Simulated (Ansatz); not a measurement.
# Body-centred tetragonal In

All values below come from r²SCAN+SOC in Ansatz (PAW).

Run with plane-wave cutoff 560 eV, 24×24×24 k mesh, Fermi–Dirac smearing 0.05 eV, PAW data made under PBE.

Cell: relaxed at this level.

| Item | Value |
|---|---|
| equilibrium volume per atom | 26.23 Å³/atom |
| bulk modulus B0 | 42.4 GPa |
| lattice constant a | 3.245 Å |
| c axis length | 4.983 Å |
| band gap | none |
| pressure derivative B′ of the bulk modulus | 5.2 |

Measured, for comparison: bulk modulus 44.7 GPa (copied from a table, unchecked, extrapolated to 0 K and zero-point effects removed; as tabulated in Lejaeghere et al. (2013), arXiv:1204.2733); lattice constant a 3.252 Å, lattice parameter c 4.947 Å (293 K, not corrected to a static lattice; as tabulated in Wikipedia's data pages). Computed (rounded) less measured: bulk modulus not scored (unchecked), lattice constant a -0.2 %, lattice parameter c +0.7 %.

Note: the bulk modulus comes from volumes at which shape and atoms were relaxed.

Static lattice: no zero-point or thermal effects.

Ansatz is an electronic-structure program.
